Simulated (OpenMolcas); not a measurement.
# BCl (SMILES [B]Cl), step by step

Aim: a single-point energy (UHF/STO-3G), then the energy (CASSCF(2,2)/STO-3G), then the energy (CASPT2(2,2)/STO-3G), then a single-point energy (SC-NEVPT2(2,2)/STO-3G), then the energy (MRCI(2,2)/STO-3G) of BCl. 

The calculation is run with OpenMolcas 26.06.

4 further runs of the same task are left out: 1 for a known fault of the program, 3 that didn't finish.

## (1) The molecule

The species is BCl (2 atoms), meant as a singlet with charge 0. SMILES: `[B]Cl`. The B1–Cl2 distance was set to 4.295 Å, away from the relaxed value.

## (2) The energy at UHF/STO-3G (run 1)

Contents of input.xyz:

```xyz
2

B      0.000000     0.000000    -2.646410
Cl     0.000000     0.000000     1.648190
```

Contents of step1.inp:

```
&GATEWAY
BasLib=$CurrDir
Coord=input.xyz
Basis=STO-3G
Group=NoSym
&SEWARD
&SCF
UHF
Scramble=0.25
PrOrbitals=1 1
```

The basis set STO-3G is read from a file made from the Basis Set Exchange's data (not shown).

Run with:

```
$ export MOLCAS_MEM=1860
$ pymolcas step1.inp > step1.log
```

What it wrote, cut to the lines that bear on the results:

```text
--- Start Module: gateway ---
[...]
--- Stop Module: gateway /rc=_RC_ALL_IS_WELL_ ---
--- Start Module: seward ---
[...]
      Basis functions           14
--- Stop Module: seward /rc=_RC_ALL_IS_WELL_ ---
--- Start Module: scf ---
[...]
       Convergence after  64 Iterations
[...]
::    Total SCF energy                               -478.6912319293
[...]
      Total spin, S                                     0.6180372126
[...]
      Total electronic charge=   22.000000
      Total            charge=   -0.000000
[...]
      Dipole Moment (debye):
      Origin of the operator (angstrom)=    0.0000    0.0000    0.6199
                   X=  5.2643E-05               Y= -2.0867E-04               Z=  1.1903E-02           Total=  1.1905E-02
      Quadrupole Moment (debye*angstrom):
[...]
--- Stop Module: scf /rc=_RC_ALL_IS_WELL_ ---
[...]
```

Run time: 2.8 s. Hardware: 1 thread of Arm Neoverse V1, shared host; peak memory 0.37 GiB.

## (3) A single-point energy at CASSCF(2,2)/STO-3G (run 2)

input.xyz is that of step 2.

Contents of step2.input:

```
* BCl CASSCF
>>> EXPORT MOLCAS_PRINT=2

&gateway
  baslib = $CurrDir
  coord = input.xyz
  basis = STO-3G
  group = NoSym

&seward

&rasscf
  fileorb = $CurrDir/step1.UnaOrb
  spin = 1
  nactel = 2 0 0
  inactive = 10
  ras2 = 2
  orblisting = Nothing
```

The basis set STO-3G is read from a file made from the Basis Set Exchange's data (not shown).

Run with:

```
$ export MOLCAS_MEM=1860
$ pymolcas step2.input > step2.log
```

What it wrote, cut to the lines that bear on the results:

```text
--- Start Module: gateway ---
[...]
--- Stop Module: gateway /rc=_RC_ALL_IS_WELL_ ---
--- Start Module: seward ---
[...]
      Basis functions           14
--- Stop Module: seward /rc=_RC_ALL_IS_WELL_ ---
--- Start Module: rasscf ---
[...]
      Number of active orbitals                  2
[...]
      Spin quantum number                      0.0
[...]
      Active orbitals                            2
[...]
      Number of CSFs                             3
[...]
      Number of root(s) required                 1
[...]
      Convergence after  4 iterations
[...]
      printout of CI-coefficients larger than  0.05 for root  1
      energy=    -478.691232
      conf/sym  11     Coeff  Weight
             1  20  -0.70713 0.50003
             3  02   0.70709 0.49997
      Natural orbitals and occupation numbers for root  1
      sym 1:   1.000056   0.999944
      ************************************************************************************************************************
      *                                                    Final results                                                     *
[...]
::    RASSCF root number  1 Total energy:   -478.69123162
[...]
      Total electronic charge=   22.000000
      Total            charge=   -0.000000
[...]
      Dipole Moment (debye):
      Origin of the operator (angstrom)=    0.0000    0.0000    0.6199
                   X=  8.7205E-05               Y= -2.3345E-04               Z=  1.0873E-02           Total=  1.0876E-02
      Quadrupole Moment (debye*angstrom):
[...]
--- Stop Module: rasscf /rc=_RC_ALL_IS_WELL_ ---
[...]
```

It took 1.6 s on 1 thread of Arm Neoverse V1, shared host; peak memory 0.37 GiB.

## (4) A single-point energy at CASPT2(2,2)/STO-3G (run 3)

input.xyz is that of step 3.

Contents of step3.inp:

```
* BCl CASPT2
>>> EXPORT MOLCAS_PRINT=2
&GATEWAY
BASLIB
$CurrDir
COORD
input.xyz
BASIS
STO-3G
GROUP
NoSym
&SEWARD
&RASSCF
FILEORB
$CurrDir/step2.RasOrb
SPIN
1
NACTEL
2 0 0
INACTIVE
10
RAS2
2
ORBLISTING
Nothing
&CASPT2
IMAGINARY
0.1
FROZEN
6
```

The basis set STO-3G is read from a file made from the Basis Set Exchange's data (not shown).

Run with:

```
$ export MOLCAS_MEM=1860
$ pymolcas step3.inp > step3.log
```

What it wrote, cut to the lines that bear on the results:

```text
--- Start Module: gateway ---
[...]
--- Stop Module: gateway /rc=_RC_ALL_IS_WELL_ ---
[...]
      Basis functions           14
[...]
--- Start Module: rasscf ---
[...]
      Number of active orbitals                  2
[...]
      Spin quantum number                      0.0
[...]
      Active orbitals                            2
[...]
      Number of CSFs                             3
[...]
      Number of root(s) required                 1
[...]
      Convergence after  4 iterations
[...]
      printout of CI-coefficients larger than  0.05 for root  1
      energy=    -478.691232
      conf/sym  11     Coeff  Weight
             1  20  -0.70713 0.50003
             3  02   0.70709 0.49997
      Natural orbitals and occupation numbers for root  1
      sym 1:   1.000056   0.999944
      ************************************************************************************************************************
      *                                                    Final results                                                     *
[...]
::    RASSCF root number  1 Total energy:   -478.69123162
[...]
      Total electronic charge=   22.000000
      Total            charge=   -0.000000
[...]
      Dipole Moment (debye):
      Origin of the operator (angstrom)=    0.0000    0.0000    0.6199
                   X=  9.4635E-05               Y= -2.2062E-04               Z=  1.0835E-02           Total=  1.0838E-02
      Quadrupole Moment (debye*angstrom):
[...]
--- Stop Module: rasscf /rc=_RC_ALL_IS_WELL_ ---
--- Start Module: caspt2 ---
[...]
 ###    WARNING: User changed nr of frozen orbitals.                         ###
 ###############################################################################
[...]
      E2 (Variational):          -0.0186599122
      Total energy:            -478.7098915292
[...]
      Reference weight:           0.98659
[...]
::    CASPT2 Root  1     Total energy:   -478.70989153
[...]
--- Stop Module: caspt2 /rc=_RC_ALL_IS_WELL_ ---
[...]
```

Run time: 1.7 s. Hardware: 1 thread of Arm Neoverse V1, shared host; peak memory 0.37 GiB.

## (5) A single-point energy at SC-NEVPT2(2,2)/STO-3G (run 4)

input.xyz is that of step 4.

Contents of step4.inp:

```
&GATEWAY
  BASLIB = $CurrDir
  COORD = input.xyz
  BASIS = STO-3G
  GROUP = NoSym

&SEWARD

&RASSCF
  FILEORB = $CurrDir/step2.RasOrb
  SPIN = 1
  NACTEL = 2 0 0
  INACTIVE = 10
  RAS2 = 2
  ORBLISTING = Nothing

&CASPT2
  SC-NEVPT2
  FROZEN = 6
```

The basis set STO-3G is read from a file made from the Basis Set Exchange's data (not shown).

Run with:

```
$ export MOLCAS_MEM=1860
$ pymolcas step4.inp > step4.log
```

What it wrote, cut to the lines that bear on the results:

```text
--- Start Module: gateway ---
[...]
--- Stop Module: gateway /rc=_RC_ALL_IS_WELL_ ---
[...]
      Basis functions           14
[...]
--- Start Module: rasscf ---
[...]
      Number of active orbitals                  2
[...]
      Spin quantum number                      0.0
[...]
      Active orbitals                            2
[...]
      Number of CSFs                             3
[...]
      Number of root(s) required                 1
[...]
      Convergence after  4 iterations
[...]
      printout of CI-coefficients larger than  0.05 for root  1
      energy=    -478.691232
      conf/sym  11     Coeff  Weight
             1  20  -0.70713 0.50003
             3  02   0.70709 0.49997
      Natural orbitals and occupation numbers for root  1
      sym 1:   1.000056   0.999944
      ************************************************************************************************************************
      *                                                    Final results                                                     *
[...]
::    RASSCF root number  1 Total energy:   -478.69123162
[...]
      Total electronic charge=   22.000000
      Total            charge=   -0.000000
[...]
      Dipole Moment (debye):
      Origin of the operator (angstrom)=    0.0000    0.0000    0.6199
                   X=  9.4635E-05               Y= -2.2062E-04               Z=  1.0835E-02           Total=  1.0838E-02
      Quadrupole Moment (debye*angstrom):
[...]
--- Stop Module: rasscf /rc=_RC_ALL_IS_WELL_ ---
--- Start Module: caspt2 ---
[...]
 ###    WARNING: User changed nr of frozen orbitals.                         ###
 ###############################################################################
[...]
      E2 (Variational):          -0.0186600939
[...]
      E2 (Variational):          -0.0186600942
      Total energy:            -478.7098917111
[...]
      Reference weight:           0.98645
[...]
::    SC-NEVPT2 Root  1     Total energy:   -478.70989171
[...]
--- Stop Module: caspt2 /rc=_RC_ALL_IS_WELL_ ---
[...]
```

It took 1.7 s on 1 thread of Arm Neoverse V1, shared host; peak memory 0.37 GiB.

## (6) The energy at MRCI(2,2)/STO-3G (run 5)

input.xyz is that of step 5.

Contents of step5.inp:

```
* BCl MRCI

&GATEWAY
  BasLib = $CurrDir
  Coord = input.xyz
  Basis = STO-3G
  Group = NoSym

&SEWARD

&RASSCF
  FileOrb = $CurrDir/step2.RasOrb
  Spin = 1
  Nactel = 2 0 0
  Inactive = 10
  Ras2 = 2
  OrbListing = Nothing

&MOTRA
  LumOrb
  Frozen = 6

&GUGA
  Electrons = 10
  Spin = 1
  Inactive = 4
  Active = 2
  CIAll = 1

&MRCI
  SDCI
```

The basis set STO-3G is read from a file made from the Basis Set Exchange's data (not shown).

Run with:

```
$ export MOLCAS_MEM=1860
$ pymolcas step5.inp > step5.log
```

What it wrote, cut to the lines that bear on the results:

```text
--- Start Module: gateway ---
[...]
--- Stop Module: gateway /rc=_RC_ALL_IS_WELL_ ---
[...]
      Basis functions           14
[...]
      Number of active orbitals                  2
[...]
      Spin quantum number                      0.0
[...]
      Active orbitals                            2
[...]
      Number of CSFs                             3
[...]
      Number of root(s) required                 1
[...]
      Convergence after  4 iterations
[...]
      printout of CI-coefficients larger than  0.05 for root  1
      energy=    -478.691232
      conf/sym  11     Coeff  Weight
             1  20  -0.70713 0.50003
             3  02   0.70709 0.49997
      Natural orbitals and occupation numbers for root  1
      sym 1:   1.000056   0.999944
      ************************************************************************************************************************
      *                                                    Final results                                                     *
[...]
::    RASSCF root number  1 Total energy:   -478.69123162
[...]
      Dipole Moment (debye):
      Origin of the operator (angstrom)=    0.0000    0.0000    0.6199
                   X=  9.4635E-05               Y= -2.2062E-04               Z=  1.0835E-02           Total=  1.0838E-02
      Quadrupole Moment (debye*angstrom):
[...]
      *** WARNING: Default frozen orbitals is overwritten by user input.
      *** Default values:   6
[...]
--- Start Module: guga ---
[...]
--- Stop Module: guga /rc=_RC_ALL_IS_WELL_ ---
--- Start Module: mrci ---
[...]
       (But an ACPF correction will be computed)
       USE THE DEFAULT ACPF G-VALUE GFAC=  0.20000000000000001
[...]
                      CI ENERGY:  -478.73122793
[...]
                ACPF CORRECTION:    -0.00199412
[...]
      Total electronic charge=   22.000000
      Total            charge=   -0.000000
[...]
     ACPF CORRECTION:     -0.00199412
[...]
  CI State   1     Total energy:   -478.73122793     QDav:     -0.00252412     QACPF:     -0.00199412
[...]
--- Stop Module: mrci /rc=_RC_ALL_IS_WELL_ ---
[...]
```

Wall time 1.8 s (1 thread of Arm Neoverse V1, shared host); peak memory 0.37 GiB.

## (7) Summary of results

```
                                                    quantity          value
                             run 1, UHF/STO-3G: total energy  -478.69123 Eh
                            run 1, UHF/STO-3G: dipole moment         0.01 D
                              run 1, UHF/STO-3G: HOMO energy       -5.42 eV
                              run 1, UHF/STO-3G: LUMO energy        1.65 eV
                            run 1, UHF/STO-3G: HOMO–LUMO gap        7.07 eV
                                     run 1, UHF/STO-3G: ⟨S²⟩          1.000
                     run 2, CASSCF(2,2)/STO-3G: total energy  -478.69123 Eh
   run 2, CASSCF(2,2)/STO-3G: dipole moment (CASSCF density)         0.01 D
                     run 3, CASPT2(2,2)/STO-3G: total energy  -478.70989 Eh
   run 3, CASPT2(2,2)/STO-3G: dipole moment (CASSCF density)         0.01 D
                  run 4, SC-NEVPT2(2,2)/STO-3G: total energy  -478.70989 Eh
run 4, SC-NEVPT2(2,2)/STO-3G: dipole moment (CASSCF density)         0.01 D
                       run 5, MRCI(2,2)/STO-3G: total energy  -478.73123 Eh
     run 5, MRCI(2,2)/STO-3G: dipole moment (CASSCF density)         0.01 D
```

⟨S²⟩ (run 1, UHF/STO-3G) is 1.00 where a pure singlet has 0.00: the reference is spin-contaminated.
